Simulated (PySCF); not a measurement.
# Computed properties of benzene (C6H6), SMILES c1ccccc1

benzene (C6H6), SMILES c1ccccc1. The structure is a stationary point at TPSSh-D3(BJ)/def2-SVP. The values are those of a single conformer. All values are computed for the isolated molecule unless a solvent is named; none is compared with measurement here.

**Structure.** The optimised structure has D6h symmetry. All 30 harmonic modes at TPSSh-D3(BJ)/def2-SVP (PySCF) are real, so it is a minimum. With heavy atoms numbered as in [cH:1]1[cH:2][cH:3][cH:4][cH:5][cH:6]1, the shortest bond between them is C1–C6 at 1.399 Å and the longest C4–C5 at 1.399 Å.

**Vibrations.** The strongest infrared lines (harmonic, unscaled, degenerate partners summed) lie at 691 cm⁻¹ (87 km/mol, H 92 %), 3193 cm⁻¹ (76 km/mol, H 91 %, C 9 %), 1513 cm⁻¹ (14 km/mol, C 57 %, H 43 %). The softest mode is at 411 cm⁻¹ and the zero-point energy is 63.1 kcal/mol.

**Electronic structure.** PBE0/def2-TZVP (PySCF) places the frontier levels at -7.26 and -0.25 eV, a gap of 7.01 eV, and gives a dipole moment of 0.00 D and a mean polarisability of 65.5 bohr³. PBE/def2-TZVP (PySCF) at the same geometry gives -6.29 and -1.17 eV, so its gap is 1.89 eV narrower. An orbital gap is neither the optical nor the fundamental gap.

**Excitations.** TDA-B3LYP/def2-SVPD (PySCF) has S1 at 5.41 eV (229 nm, f = 0.000, dark); the most intense of the 10 singlets computed lies at 7.63 eV (f = 0.94). Strengths of degenerate partners are summed. T1 (TDA) is at 4.13 eV, 1.28 eV under S1. TDA-PBE/def2-SVPD (PySCF) puts S1 at 5.26 eV. No vertical singlet excitation falls in the visible range (under 3.1 eV).

**NMR.** GIAO shifts at B3LYP/pcSseg-1 (PySCF) (non-relativistic, atoms alike by connectivity averaged): ¹³C at 137.5 ppm against TMS; ¹H at 7.7 ppm against TMS.

**Solvation.** SMD-ωB97X/def2-SVP (PySCF) gives -0.8 kcal/mol in water, -4.9 kcal/mol in diethylether, -3.7 kcal/mol in dimethylsulfoxide (1 M in both phases, gas-phase geometry); of these solvents diethylether holds the molecule best.
